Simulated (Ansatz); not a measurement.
**C6H12 (trans-3-Methyl-2-pentene) at wB97M-V/6-31G(d) (spherical functions)**

What is the energy change on altering one bond length of C6H12 (trans-3-Methyl-2-pentene) at wB97M-V/6-31G* (spherical functions)? 

The results are computed with Ansatz 0.2.0.

30 further runs of the same task are left out: 30 set aside as unsound or not needed. Runs told in other sessions of the task aren't counted.

### 1 Starting point

The species is C6H12 (18 atoms), meant as a singlet with charge 0. As SMILES, `C/C=C(\C)CC`. The shape is that of a PBE0-D4/def2-TZVP optimisation. This is one conformer, not always the lowest.

Some bond lengths: C1–C2 1.491 Å, C2–C3 1.334 Å, C3–C4 1.497 Å, C3–C5 1.503 Å, C5–C6 1.525 Å, C1–H7 1.095 Å, C1–H8 1.090 Å, C1–H9 1.095 Å, C2–H10 1.089 Å, C4–H11 1.095 Å, C4–H12 1.095 Å, C4–H13 1.089 Å, C5–H14 1.098 Å, C5–H15 1.094 Å, C6–H16 1.092 Å, C6–H17 1.093 Å. Some angles: C1–C2–C3 128.3°, C2–C3–C4 124.4°, C2–C3–C5 120.2°, C4–C3–C5 115.4°, C3–C5–C6 113.8°, C1–C2–H10 114.9°, C3–C2–H10 116.8°, C2–C1–H7 110.8°, C2–C1–H8 113.2°, C2–C1–H9 110.7°.

### 2 A single-point energy at wB97M-V/6-31G(d) (spherical functions)

input.yaml reads:

```yaml
crystal:
  periodic: [false, false, false]
  atoms:
    - {symbol: C, position_ang: [2.337540, 0.408060, 1.036300]}
    - {symbol: C, position_ang: [1.083310, 0.795880, 0.330250]}
    - {symbol: C, position_ang: [0.167860, 0.001640, -0.226770]}
    - {symbol: C, position_ang: [0.247200, -1.493170, -0.249680]}
    - {symbol: C, position_ang: [-1.045250, 0.593460, -0.888770]}
    - {symbol: C, position_ang: [-2.360600, 0.220150, -0.212650]}
    - {symbol: H, position_ang: [3.210670, 0.864600, 0.558560]}
    - {symbol: H, position_ang: [2.497890, -0.669520, 1.064630]}
    - {symbol: H, position_ang: [2.327010, 0.767870, 2.070620]}
    - {symbol: H, position_ang: [0.903760, 1.868500, 0.271130]}
    - {symbol: H, position_ang: [0.097970, -1.866820, -1.268310]}
    - {symbol: H, position_ang: [-0.540340, -1.940590, 0.364810]}
    - {symbol: H, position_ang: [1.201500, -1.873860, 0.110590]}
    - {symbol: H, position_ang: [-1.079540, 0.261230, -1.934680]}
    - {symbol: H, position_ang: [-0.944610, 1.682130, -0.910680]}
    - {symbol: H, position_ang: [-3.204430, 0.701320, -0.712530]}
    - {symbol: H, position_ang: [-2.362220, 0.536510, 0.833510]}
    - {symbol: H, position_ang: [-2.537720, -0.857400, -0.236340]}
basis:
  gaussian:
    orbitals: 6-31G_st_-spherical.json
hamiltonian:
  xc: {name: wB97M-V}
accuracy: high
output: {orbitals: {seedname: orbitals}}
```

The basis set 6-31G* is read from a file made from the Basis Set Exchange's data (not shown).

Started as:

```bash
$ ansatz run input.yaml --threads 1 --pin off --max-ram 3480MiB --events-out events.jsonl --progress --plain --runs-dir runs
```

Log:

```text
Warning: RAYON_NUM_THREADS=1 ignored (pool sized by the plan → 1); use --threads N
Functional definition: wB97M-V
  name "wB97M-V"
  parameter omega = 0.3/bohr
  parameter cx = 0.15
  parameter cx01 = 1.007
  parameter cx10 = 0.259
  parameter css00 = 0.443
  parameter css04 = -1.437
  parameter css10 = -4.535
  parameter css20 = -3.390
  parameter css43 = 4.278
  parameter cos00 = 1.000
  parameter cos10 = 1.358
  parameter cos20 = 2.924
  parameter cos21 = -8.812
  parameter cos60 = -1.390
  parameter cos61 = 9.142
  parameter b = 6.0
  parameter c = 0.01
  gx(w, u) = 1 - cx + cx01*u + cx10*w
  gss(w, u) = css00 + css04*u^4 + css10*w + css20*w^2 + css43*w^4*u^3
  gos(w, u) = cos00 + cos10*w + (cos20 + cos21*u)*w^2 + (cos60 + cos61*u)*w^6
  exchange = spin_sum(e_x_unif_sr(omega)*gx(b97_w, b97_u_x)) + cx*exact_x_sr(omega) + exact_x_lr(omega)
  correlation = spin_sum(e_c_pw_mod_same_spin*gss(b97_w, b97_u_same))
      + integral(e_c_pw_mod_opposite_spin*gos(b97_w_opposite, b97_u_opposite)) + vv10(b, c)
2815 factors; integrals over basis functions are off by at most 7.6e-9 eV
460 factors; integrals over basis functions are off by at most 2.0e-9 eV
mean field evaluation 1: about -6409.3992 eV, gradient 4.0e1 eV
mean field evaluation 2: about -6411.7479 eV, gradient 2.7e1 eV
mean field evaluation 4: about -6413.4419 eV, gradient 9.4e-1 eV
mean field evaluation 8: about -6413.7045 eV, gradient 8.5e-2 eV
mean field evaluation 16: about -6413.7046 eV, gradient 2.9e-5 eV
mean field -6413.70456729 eV, -235.6992954827 hartree, gradient 3.9e-8 eV, S^2 0.000000; 0 other end points of the search recorded, 0 dependent functions left out
reference -6413.70457131 eV, -235.6992956305 hartree; 24, 24 occupied and 84, 84 virtual orbitals, 2815 factors
Total energy: -6413.70457131 eV, -235.6992956305 hartree
```

Wall time 2.8 min (1 thread of Arm Neoverse V1, shared host); peak memory 0.89 GiB.

### 3 The distorted shape at the same level

molecule.yaml reads:

```yaml
crystal:
  periodic: [false, false, false]
  atoms:
    - {symbol: C, position_ang: [3.308051, -0.065407, 1.565912]}
    - {symbol: C, position_ang: [2.053821, 0.322413, 0.859862]}
    - {symbol: C, position_ang: [1.138371, -0.471827, 0.302842]}
    - {symbol: C, position_ang: [1.217711, -1.966637, 0.279932]}
    - {symbol: C, position_ang: [-1.045250, 0.593460, -0.888770]}
    - {symbol: C, position_ang: [-2.360600, 0.220150, -0.212650]}
    - {symbol: H, position_ang: [4.181181, 0.391133, 1.088172]}
    - {symbol: H, position_ang: [3.468401, -1.142987, 1.594242]}
    - {symbol: H, position_ang: [3.297521, 0.294403, 2.600232]}
    - {symbol: H, position_ang: [1.874271, 1.395033, 0.800742]}
    - {symbol: H, position_ang: [1.068481, -2.340287, -0.738698]}
    - {symbol: H, position_ang: [0.430171, -2.414057, 0.894422]}
    - {symbol: H, position_ang: [2.172011, -2.347327, 0.640202]}
    - {symbol: H, position_ang: [-1.079540, 0.261230, -1.934680]}
    - {symbol: H, position_ang: [-0.944610, 1.682130, -0.910680]}
    - {symbol: H, position_ang: [-3.204430, 0.701320, -0.712530]}
    - {symbol: H, position_ang: [-2.362220, 0.536510, 0.833510]}
    - {symbol: H, position_ang: [-2.537720, -0.857400, -0.236340]}
basis:
  gaussian: {orbitals: 6-31G_st_-spherical.json}
output: {orbitals: {seedname: orbitals}}
accuracy: high
hamiltonian: {xc: {name: wB97M-V}}
```

The basis set 6-31G* is read from a file made from the Basis Set Exchange's data (not shown).

Started as:

```bash
$ ansatz run molecule.yaml --threads 1 --pin off --max-ram 3480MiB --events-out events.jsonl --progress --plain --runs-dir runs
```

Log:

```text
Warning: RAYON_NUM_THREADS=1 ignored (pool sized by the plan → 1); use --threads N
[... 19 set-up lines as earlier in the session ...]
  gx(w, u) = 1 - cx + cx01*u + cx10*w
  gss(w, u) = css00 + css04*u^4 + css10*w + css20*w^2 + css43*w^4*u^3
  gos(w, u) = cos00 + cos10*w + (cos20 + cos21*u)*w^2 + (cos60 + cos61*u)*w^6
[... 2 set-up lines as earlier in the session ...]
      + integral(e_c_pw_mod_opposite_spin*gos(b97_w_opposite, b97_u_opposite)) + vv10(b, c)
2776 factors; integrals over basis functions are off by at most 1.3e-8 eV
487 factors; integrals over basis functions are off by at most 2.1e-9 eV
mean field evaluation 1: about -6405.0335 eV, gradient 3.9e1 eV
mean field evaluation 2: about -6407.3005 eV, gradient 2.5e1 eV
mean field evaluation 4: about -6408.8360 eV, gradient 1.5e0 eV
mean field evaluation 8: about -6409.1062 eV, gradient 2.0e-1 eV
mean field evaluation 16: about -6409.1064 eV, gradient 1.2e-4 eV
mean field -6409.10636890 eV, -235.5303148088 hartree, gradient 1.8e-8 eV, S^2 0.000000; 0 other end points of the search recorded, 0 dependent functions left out
reference -6409.10637330 eV, -235.5303149705 hartree; 24, 24 occupied and 84, 84 virtual orbitals, 2776 factors
Total energy: -6409.10637330 eV, -235.5303149705 hartree
```

Wall time 2.9 min (1 thread of Arm Neoverse V1, shared host); peak memory 0.88 GiB.

### 4 Summary of results

At wB97M-V/6-31G* (spherical functions):

| quantity | value |
| --- | --- |
| first shape: total energy | -235.69930 Eh |
| first shape: HOMO energy | -8.57 eV |
| first shape: LUMO energy | 3.43 eV |
| first shape: HOMO–LUMO gap | 12.00 eV |
| distorted shape: total energy | -235.53031 Eh |
| distorted shape: HOMO energy | -7.91 eV |
| distorted shape: LUMO energy | 0.36 eV |
| distorted shape: HOMO–LUMO gap | 8.27 eV |
| energy change with the C3–C5 bond stretched from 1.503 to 2.706 Å | 4.598 eV |

**Reading.** With the C3–C5 bond stretched from 1.503 to 2.706 Å the energy rises by 4.60 eV (106 kcal/mol). The first shape isn't relaxed at this level, so the change isn't measured from a minimum. A restricted reference can't describe the breaking bond well at this length.
